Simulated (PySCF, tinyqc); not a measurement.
Worked calculation (part 1 of 2): RHF in the sto-6g basis, for LiH, spin multiplicity 1. The lowest restricted solution is unstable here: a spin-polarised one lies 0.0669 hartree lower (PySCF). Computed by tinyqc, a small Python program that keeps every step (integrals from PySCF). Settings: charge = 0, multiplicity = 1, basis = sto-6g, energy threshold = 1e-10, iteration cap = 75, orthogonalisation = symmetric, start = core, DIIS depth = 8, method = RHF. Command: `OMP_NUM_THREADS=1 python tinyqc.py 22887 22888 out.jsonl` (the two numbers bound the seeds that draw the settings). One thread of a shared host (Intel(R) Xeon(R) Processor @ 2.60GHz), about 0.1 s of CPU time with the checks. Later iterations appear only in the table of the cycle.

## One-electron integrals

Geometry (angstrom):
```
atom         x         y         z
Li    0.000000  0.000000  0.000000
H     0.000000  0.000000  2.901000
```

Basis sto-6g: exponents (1/bohr^2) and contraction coefficients of normalised primitives:
```
element  l (shell)    exponent  coefficient
Li           s (1)  167.175846     0.009164
Li           s (1)   30.651508     0.049361
Li           s (1)    8.575187     0.168538
Li           s (1)    2.945808     0.370563
Li           s (1)    1.143944     0.416492
Li           s (1)    0.471139     0.130334
Li           s (2)    6.597564    -0.013253
Li           s (2)    1.305830    -0.046992
Li           s (2)    0.405851    -0.033785
Li           s (2)    0.156146     0.250242
Li           s (2)    0.067814     0.595117
Li           s (2)    0.031084     0.240706
Li           p (3)    6.597564     0.003760
Li           p (3)    1.305830     0.037679
Li           p (3)    0.405851     0.173897
Li           p (3)    0.156146     0.418036
Li           p (3)    0.067814     0.425860
Li           p (3)    0.031084     0.101708
H            s (1)   35.523221     0.009164
H            s (1)    6.513144     0.049361
H            s (1)    1.822143     0.168538
H            s (1)    0.625955     0.370563
H            s (1)    0.243077     0.416492
H            s (1)    0.100112     0.130334
```

Overlap, kinetic and nuclear-attraction integrals over the contracted functions; the nuclear repulsion is the sum of Za Zb / Rab.

nuclear repulsion = 0.54723600 hartree

overlap S:
```
           1Li 1s    1Li 2s   1Li 2px   1Li 2py   1Li 2pz     2H 1s
1Li 1s   1.000000  0.235742  0.000000  0.000000  0.000000  0.003776
1Li 2s   0.235742  1.000000  0.000000  0.000000  0.000000  0.138450
1Li 2px  0.000000  0.000000  1.000000  0.000000  0.000000  0.000000
1Li 2py  0.000000  0.000000  0.000000  1.000000  0.000000  0.000000
1Li 2pz  0.000000  0.000000  0.000000  0.000000  1.000000  0.212019
2H 1s    0.003776  0.138450  0.000000  0.000000  0.212019  1.000000
```

kinetic energy T (hartree):
```
            1Li 1s     1Li 2s   1Li 2px   1Li 2py   1Li 2pz      2H 1s
1Li 1s    3.616742  -0.110723  0.000000  0.000000  0.000000  -0.001853
1Li 2s   -0.110723   0.106524  0.000000  0.000000  0.000000  -0.001512
1Li 2px   0.000000   0.000000  0.320007  0.000000  0.000000   0.000000
1Li 2py   0.000000   0.000000  0.000000  0.320007  0.000000   0.000000
1Li 2pz   0.000000   0.000000  0.000000  0.000000  0.320007   0.008671
2H 1s    -0.001853  -0.001512  0.000000  0.000000  0.008671   0.768522
```

nuclear attraction V (hartree):
```
            1Li 1s     1Li 2s    1Li 2px    1Li 2py    1Li 2pz      2H 1s
1Li 1s   -8.249556  -0.871364   0.000000   0.000000  -0.005179  -0.014090
1Li 2s   -0.871364  -1.380904   0.000000   0.000000  -0.057263  -0.182411
1Li 2px   0.000000   0.000000  -1.368319   0.000000   0.000000   0.000000
1Li 2py   0.000000   0.000000   0.000000  -1.368319   0.000000   0.000000
1Li 2pz  -0.005179  -0.057263   0.000000   0.000000  -1.405908  -0.281952
2H 1s    -0.014090  -0.182411   0.000000   0.000000  -0.281952  -1.786792
```

core Hamiltonian H = T + V (hartree):
```
            1Li 1s     1Li 2s    1Li 2px    1Li 2py    1Li 2pz      2H 1s
1Li 1s   -4.632814  -0.982087   0.000000   0.000000  -0.005179  -0.015944
1Li 2s   -0.982087  -1.274380   0.000000   0.000000  -0.057263  -0.183923
1Li 2px   0.000000   0.000000  -1.048311   0.000000   0.000000   0.000000
1Li 2py   0.000000   0.000000   0.000000  -1.048311   0.000000   0.000000
1Li 2pz  -0.005179  -0.057263   0.000000   0.000000  -1.085901  -0.273281
2H 1s    -0.015944  -0.183923   0.000000   0.000000  -0.273281  -1.018270
```

## Two-electron integrals

Functions are numbered as in S; the eight-fold symmetry (ij|kl) = (ji|kl) = (kl|ij) leaves the list below.

Two-electron integrals (ij|kl) in chemists' order, unique and non-zero (hartree):
```
(11|11) 1.681247   (21|11) 0.242603   (21|21) 0.044507   (22|11) 0.397190
(22|21) 0.090279   (22|22) 0.290625   (31|31) 0.009437   (32|31) 0.014261
(32|32) 0.064236   (33|11) 0.397190   (33|21) 0.090279   (33|22) 0.290625
(33|33) 0.313125   (41|41) 0.009437   (42|41) 0.014261   (42|42) 0.064236
(43|43) 0.016875   (44|11) 0.397190   (44|21) 0.090279   (44|22) 0.290625
(44|33) 0.279374   (44|44) 0.313125   (51|51) 0.009437   (52|51) 0.014261
(52|52) 0.064236   (53|53) 0.016875   (54|54) 0.016875   (55|11) 0.397190
(55|21) 0.090279   (55|22) 0.290625   (55|33) 0.279374   (55|44) 0.279374
(55|55) 0.313125   (61|11) 0.003705   (61|21) 0.000674   (61|22) 0.001415
(61|33) 0.001395   (61|44) 0.001395   (61|51) 0.000090   (61|52) 0.000198
(61|55) 0.001456   (61|61) 0.000011   (62|11) 0.032541   (62|21) 0.007622
(62|22) 0.029798   (62|33) 0.028092   (62|44) 0.028092   (62|51) 0.001070
(62|52) 0.009126   (62|55) 0.033212   (62|61) 0.000144   (62|62) 0.008119
(63|31) 0.000310   (63|32) 0.001985   (63|53) 0.000958   (63|63) 0.000281
(64|41) 0.000310   (64|42) 0.001985   (64|54) 0.000958   (64|64) 0.000281
(65|11) 0.047834   (65|21) 0.011242   (65|22) 0.044676   (65|33) 0.041841
(65|44) 0.041841   (65|51) 0.001680   (65|52) 0.014413   (65|55) 0.050345
(65|61) 0.000215   (65|62) 0.012891   (65|65) 0.020522   (66|11) 0.182409
(66|21) 0.043000   (66|22) 0.180027   (66|33) 0.168271   (66|44) 0.168271
(66|51) 0.005176   (66|52) 0.055858   (66|55) 0.203536   (66|61) 0.000804
(66|62) 0.069469   (66|65) 0.112315   (66|66) 0.774999
```

## Orthogonalisation

S = U s U^T; symmetric (Loewdin) form X = U s^(-1/2) U^T, so that X^T S X = 1.

eigenvalues of S: 0.697293  0.834013  1.000000  1.000000  1.162243  1.306451

X:
```
            1Li 1s     1Li 2s   1Li 2px   1Li 2py    1Li 2pz      2H 1s
1Li 1s    1.021981  -0.123551  0.000000  0.000000  -0.002056   0.011360
1Li 2s   -0.123551   1.029845  0.000000  0.000000   0.011987  -0.074466
1Li 2px   0.000000   0.000000  1.000000  0.000000   0.000000   0.000000
1Li 2py   0.000000   0.000000  0.000000  1.000000   0.000000   0.000000
1Li 2pz  -0.002056   0.011987  0.000000  0.000000   1.017699  -0.110535
2H 1s     0.011360  -0.074466  0.000000  0.000000  -0.110535   1.025490
```

## Starting guess

The start is the orbitals of the core Hamiltonian; D = 2 C_occ C_occ^T.

D at the start:
```
            1Li 1s     1Li 2s   1Li 2px   1Li 2py    1Li 2pz      2H 1s
1Li 1s    2.082034  -0.322043  0.000000  0.000000  -0.177358  -0.050935
1Li 2s   -0.322043   1.237025  0.000000  0.000000   0.863670   0.284593
1Li 2px   0.000000   0.000000  0.000000  0.000000   0.000000   0.000000
1Li 2py   0.000000   0.000000  0.000000  0.000000   0.000000   0.000000
1Li 2pz  -0.177358   0.863670  0.000000  0.000000   0.604129   0.199248
2H 1s    -0.050935   0.284593  0.000000  0.000000   0.199248   0.065742
```

## Iteration 1: building the Fock matrix

J_ij = sum D_kl (ij|kl), K_ij = sum D_kl (ik|jl); F = H + J - 0.5 K; E = tr D H + tr D J / 2 - 0.25 tr D K + E_nn.

Coulomb J (hartree):
```
           1Li 1s    1Li 2s   1Li 2px   1Li 2py   1Li 2pz     2H 1s
1Li 1s   4.124642  0.654235  0.000000  0.000000  0.022896  0.010439
1Li 2s   0.654235  1.350355  0.000000  0.000000  0.120489  0.149461
1Li 2px  0.000000  0.000000  1.340688  0.000000  0.000000  0.000000
1Li 2py  0.000000  0.000000  0.000000  1.340688  0.000000  0.000000
1Li 2pz  0.022896  0.120489  0.000000  0.000000  1.369693  0.225206
2H 1s    0.010439  0.149461  0.000000  0.000000  0.225206  0.927562
```

exchange K (hartree):
```
           1Li 1s    1Li 2s   1Li 2px   1Li 2py   1Li 2pz     2H 1s
1Li 1s   3.404958  0.484297  0.000000  0.000000  0.019624  0.013709
1Li 2s   0.484297  0.453190  0.000000  0.000000  0.312963  0.158111
1Li 2px  0.000000  0.000000  0.101617  0.000000  0.000000  0.000000
1Li 2py  0.000000  0.000000  0.000000  0.101617  0.000000  0.000000
1Li 2pz  0.019624  0.312963  0.000000  0.000000  0.308535  0.153377
2H 1s    0.013709  0.158111  0.000000  0.000000  0.153377  0.179729
```

Fock matrix F (hartree):
```
            1Li 1s     1Li 2s   1Li 2px   1Li 2py    1Li 2pz      2H 1s
1Li 1s   -2.210650  -0.570001  0.000000  0.000000   0.007906  -0.012359
1Li 2s   -0.570001  -0.150620  0.000000  0.000000  -0.093256  -0.113518
1Li 2px   0.000000   0.000000  0.241568  0.000000   0.000000   0.000000
1Li 2py   0.000000   0.000000  0.000000  0.241568   0.000000   0.000000
1Li 2pz   0.007906  -0.093256  0.000000  0.000000   0.129524  -0.124764
2H 1s    -0.012359  -0.113518  0.000000  0.000000  -0.124764  -0.180573
```

total energy of this density = -7.57976501 hartree

## Iteration 1: diagonalisation and new density

Diagonalise F' = X^T F X, C = X C', fill 2 alpha and 2 beta electrons from the bottom; D = 2 C_occ C_occ^T. Each column has its largest component positive (the first on a tie).

F' = X^T F X (hartree):
```
           1          2         3         4          5          6
1  -2.167325  -0.311187  0.000000  0.000000   0.016007   0.014818
2  -0.311187  -0.034341  0.000000  0.000000  -0.076550  -0.094332
3   0.000000   0.000000  0.241568  0.000000   0.000000   0.000000
4   0.000000   0.000000  0.000000  0.241568   0.000000   0.000000
5   0.016007  -0.076550  0.000000  0.000000   0.157997  -0.120818
6   0.014818  -0.094332  0.000000  0.000000  -0.120818  -0.144690
```

orbital energies (hartree): MO1 -2.211810, MO2 -0.241297, MO3 0.053820, MO4 0.210927, MO5 0.241568, MO6 0.241568

coefficients C:
```
               MO1        MO2        MO3        MO4        MO5       MO6
1Li 1s    0.994245  -0.102862  -0.238514   0.062063   0.000000  0.000000
1Li 2s    0.023308   0.381032   0.941381  -0.222729   0.000000  0.000000
1Li 2px   0.000000   0.000000   0.000000   0.000000  -0.024904  0.999690
1Li 2py   0.000000   0.000000   0.000000   0.000000   0.999690  0.024904
1Li 2pz  -0.002453   0.255387   0.163139   0.977872   0.000000  0.000000
2H 1s     0.000166   0.792840  -0.567836  -0.344221   0.000000  0.000000
```

D after iteration 1:
```
            1Li 1s     1Li 2s   1Li 2px   1Li 2py    1Li 2pz      2H 1s
1Li 1s    1.998205  -0.032039  0.000000  0.000000  -0.057418  -0.162775
1Li 2s   -0.032039   0.291457  0.000000  0.000000   0.194507   0.604203
1Li 2px   0.000000   0.000000  0.000000  0.000000   0.000000   0.000000
1Li 2py   0.000000   0.000000  0.000000  0.000000   0.000000   0.000000
1Li 2pz  -0.057418   0.194507  0.000000  0.000000   0.130458   0.404962
2H 1s    -0.162775   0.604203  0.000000  0.000000   0.404962   1.257191
```

Within a degenerate level the vectors are fixed only up to a rotation; this is one choice.

## Iteration 2: building the Fock matrix

As before.

Coulomb J (hartree):
```
           1Li 1s    1Li 2s   1Li 2px   1Li 2py   1Li 2pz     2H 1s
1Li 1s   3.817693  0.592164  0.000000  0.000000  0.013595  0.009383
1Li 2s   0.592164  1.208560  0.000000  0.000000  0.116211  0.188520
1Li 2px  0.000000  0.000000  1.187963  0.000000  0.000000  0.000000
1Li 2py  0.000000  0.000000  0.000000  1.187963  0.000000  0.000000
1Li 2pz  0.013595  0.116211  0.000000  0.000000  1.249756  0.293194
2H 1s    0.009383  0.188520  0.000000  0.000000  0.293194  1.610867
```

exchange K (hartree):
```
            1Li 1s    1Li 2s   1Li 2px   1Li 2py    1Li 2pz     2H 1s
1Li 1s    3.357830  0.499540  0.000000  0.000000  -0.002362  0.007990
1Li 2s    0.499540  0.227360  0.000000  0.000000   0.129016  0.243262
1Li 2px   0.000000  0.000000  0.042293  0.000000   0.000000  0.000000
1Li 2py   0.000000  0.000000  0.000000  0.042293   0.000000  0.000000
1Li 2pz  -0.002362  0.129016  0.000000  0.000000   0.160959  0.291048
2H 1s     0.007990  0.243262  0.000000  0.000000   0.291048  1.159020
```

Fock matrix F (hartree):
```
            1Li 1s     1Li 2s   1Li 2px   1Li 2py    1Li 2pz      2H 1s
1Li 1s   -2.494036  -0.639693  0.000000  0.000000   0.009598  -0.010555
1Li 2s   -0.639693  -0.179500  0.000000  0.000000  -0.005560  -0.117034
1Li 2px   0.000000   0.000000  0.118505  0.000000   0.000000   0.000000
1Li 2py   0.000000   0.000000  0.000000  0.118505   0.000000   0.000000
1Li 2pz   0.009598  -0.005560  0.000000  0.000000   0.083376  -0.125612
2H 1s    -0.010555  -0.117034  0.000000  0.000000  -0.125612   0.013087
```

total energy of this density = -7.78191476 hartree

## Iteration 2: DIIS over 2 matrices

error matrix X^T (FDS - SDF) X:
```
           1          2         3         4          5          6
1   0.000000  -0.001343  0.000000  0.000000  -0.002203   0.018795
2   0.001343   0.000000  0.000000  0.000000  -0.001509  -0.120932
3   0.000000   0.000000  0.000000  0.000000   0.000000   0.000000
4   0.000000   0.000000  0.000000  0.000000   0.000000   0.000000
5   0.002203   0.001509  0.000000  0.000000   0.000000  -0.095010
6  -0.018795   0.120932  0.000000  0.000000   0.095010   0.000000
```

B (overlaps of the stored error matrices):
```
                1               2
1   2.7232504e-01  -9.8801882e-02
2  -9.8801882e-02   4.8027275e-02
```

Minimise |sum c_i e_i|^2 with sum c_i = 1: solve [B -1; -1 0][c; lambda] = [0; -1] with B_ij = tr e_i^T e_j, and take F = sum c_i F_i.

DIIS coefficients: 0.283478  0.716522

extrapolated F (hartree):
```
            1Li 1s     1Li 2s   1Li 2px   1Li 2py    1Li 2pz      2H 1s
1Li 1s   -2.413703  -0.619936  0.000000  0.000000   0.009118  -0.011066
1Li 2s   -0.619936  -0.171313  0.000000  0.000000  -0.030420  -0.116037
1Li 2px   0.000000   0.000000  0.153390  0.000000   0.000000   0.000000
1Li 2py   0.000000   0.000000  0.000000  0.153390   0.000000   0.000000
1Li 2pz   0.009118  -0.030420  0.000000  0.000000   0.096458  -0.125371
2H 1s    -0.011066  -0.116037  0.000000  0.000000  -0.125371  -0.041811
```

## Iteration 2: diagonalisation and new density

As before.

F' = X^T F X (hartree):
```
           1          2         3         4          5          6
1  -2.367026  -0.336715  0.000000  0.000000   0.008905   0.020158
2  -0.336715  -0.043955  0.000000  0.000000  -0.009871  -0.114101
3   0.000000   0.000000  0.153390  0.000000   0.000000   0.000000
4   0.000000   0.000000  0.000000  0.153390   0.000000   0.000000
5   0.008905  -0.009871  0.000000  0.000000   0.127116  -0.138347
6   0.020158  -0.114101  0.000000  0.000000  -0.138347   0.002359
```

orbital energies (hartree): MO1 -2.414875, MO2 -0.156726, MO3 0.058791, MO4 0.153390, MO5 0.153390, MO6 0.231304

coefficients C:
```
               MO1        MO2        MO3       MO4        MO5        MO6
1Li 1s    0.994462  -0.138290  -0.213868  0.000000   0.000000  -0.077627
1Li 2s    0.022477   0.528196   0.833173  0.000000   0.000000   0.328423
1Li 2px   0.000000   0.000000   0.000000  0.992766  -0.120065   0.000000
1Li 2py   0.000000   0.000000   0.000000  0.120065   0.992766   0.000000
1Li 2pz  -0.003227   0.313006  -0.490690  0.000000   0.000000   0.842210
2H 1s    -0.000725   0.671995  -0.332117  0.000000   0.000000  -0.712490
```

D after iteration 2:
```
            1Li 1s     1Li 2s   1Li 2px   1Li 2py    1Li 2pz      2H 1s
1Li 1s    2.016157  -0.101384  0.000000  0.000000  -0.092989  -0.187303
1Li 2s   -0.101384   0.558993  0.000000  0.000000   0.330512   0.709857
1Li 2px   0.000000   0.000000  0.000000  0.000000   0.000000   0.000000
1Li 2py   0.000000   0.000000  0.000000  0.000000   0.000000   0.000000
1Li 2pz  -0.092989   0.330512  0.000000  0.000000   0.195967   0.420682
2H 1s    -0.187303   0.709857  0.000000  0.000000   0.420682   0.903155
```

Within a degenerate level the vectors are fixed only up to a rotation; this is one choice.

## Iteration 3: building the Fock matrix

As before.

Coulomb J (hartree):
```
           1Li 1s    1Li 2s   1Li 2px   1Li 2py   1Li 2pz     2H 1s
1Li 1s   3.890127  0.607121  0.000000  0.000000  0.015245  0.009630
1Li 2s   0.607121  1.243856  0.000000  0.000000  0.115265  0.178120
1Li 2px  0.000000  0.000000  1.226235  0.000000  0.000000  0.000000
1Li 2py  0.000000  0.000000  0.000000  1.226235  0.000000  0.000000
1Li 2pz  0.015245  0.115265  0.000000  0.000000  1.279101  0.275139
2H 1s    0.009630  0.178120  0.000000  0.000000  0.275139  1.428294
```

exchange K (hartree):
```
            1Li 1s    1Li 2s   1Li 2px   1Li 2py    1Li 2pz     2H 1s
1Li 1s    3.366848  0.498462  0.000000  0.000000  -0.002602  0.007757
1Li 2s    0.498462  0.300934  0.000000  0.000000   0.175127  0.253780
1Li 2px   0.000000  0.000000  0.059111  0.000000   0.000000  0.000000
1Li 2py   0.000000  0.000000  0.000000  0.059111   0.000000  0.000000
1Li 2pz  -0.002602  0.175127  0.000000  0.000000   0.194129  0.273957
2H 1s     0.007757  0.253780  0.000000  0.000000   0.273957  0.909802
```

Fock matrix F (hartree):
```
            1Li 1s     1Li 2s   1Li 2px   1Li 2py    1Li 2pz      2H 1s
1Li 1s   -2.426111  -0.624197  0.000000  0.000000   0.011368  -0.010192
1Li 2s   -0.624197  -0.180991  0.000000  0.000000  -0.029562  -0.132693
1Li 2px   0.000000   0.000000  0.148368  0.000000   0.000000   0.000000
1Li 2py   0.000000   0.000000  0.000000  0.148368   0.000000   0.000000
1Li 2pz   0.011368  -0.029562  0.000000  0.000000   0.096135  -0.135121
2H 1s    -0.010192  -0.132693  0.000000  0.000000  -0.135121  -0.044877
```

total energy of this density = -7.81064257 hartree

## Iteration 3: DIIS over 3 matrices

error matrix X^T (FDS - SDF) X:
```
           1         2         3         4          5          6
1   0.000000  0.003146  0.000000  0.000000  -0.003185   0.000931
2  -0.003146  0.000000  0.000000  0.000000  -0.006245  -0.008468
3   0.000000  0.000000  0.000000  0.000000   0.000000   0.000000
4   0.000000  0.000000  0.000000  0.000000   0.000000   0.000000
5   0.003185  0.006245  0.000000  0.000000   0.000000   0.001768
6  -0.000931  0.008468  0.000000  0.000000  -0.001768   0.000000
```

B (overlaps of the stored error matrices):
```
                1               2               3
1   2.7232504e-01  -9.8801882e-02  -1.0574766e-03
2  -9.8801882e-02   4.8027275e-02   1.7715998e-03
3  -1.0574766e-03   1.7715998e-03   2.6950067e-04
```

As before.

DIIS coefficients: -0.036693  -0.114935  1.151628

extrapolated F (hartree):
```
            1Li 1s     1Li 2s   1Li 2px   1Li 2py    1Li 2pz      2H 1s
1Li 1s   -2.426210  -0.624404  0.000000  0.000000   0.011698  -0.010071
1Li 2s   -0.624404  -0.182277  0.000000  0.000000  -0.029983  -0.135197
1Li 2px   0.000000   0.000000  0.148381  0.000000   0.000000   0.000000
1Li 2py   0.000000   0.000000  0.000000  0.148381   0.000000   0.000000
1Li 2pz   0.011698  -0.029983  0.000000  0.000000   0.096376  -0.136594
2H 1s    -0.010071  -0.135197  0.000000  0.000000  -0.136594  -0.046560
```
